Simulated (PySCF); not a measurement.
# Working out the ionisation energy of F

F [He] 2s2 2p5 (2P) → F⁺ [He] 2s2 2p4 (3P). Computed with PySCF 2.14 in x2c-TZVPPall, with the spin-free X2C one-electron Hamiltonian (Gaussian nucleus). Frozen: nothing. Energies in hartree (1 hartree = 27.21139 eV):

```
            part   F (lower)  F⁺ (upper)
             UHF  -99.498859  -98.924060
CCSD correlation   -0.229036   -0.175393
             (T)   -0.003517   -0.001972
```

Task: What does Hartree-Fock give?

Result: (-98.924060) − (-99.498859) = 0.574799 hartree = 15.641 eV.

Task: What do CCSD and CCSD(T) give?

Result: The CCSD correlation energies differ by 0.053643 hartree = 1.460 eV and the triples by 0.001545 hartree = 0.042 eV, so CCSD gives 17.101 eV and CCSD(T) 17.143 eV.

Measured between the centres of the two terms (NIST): 17.427 eV, so CCSD(T) (valence and next inner shell) is off by -0.284 eV.

What remains against the reference includes basis incompleteness and higher excitations.
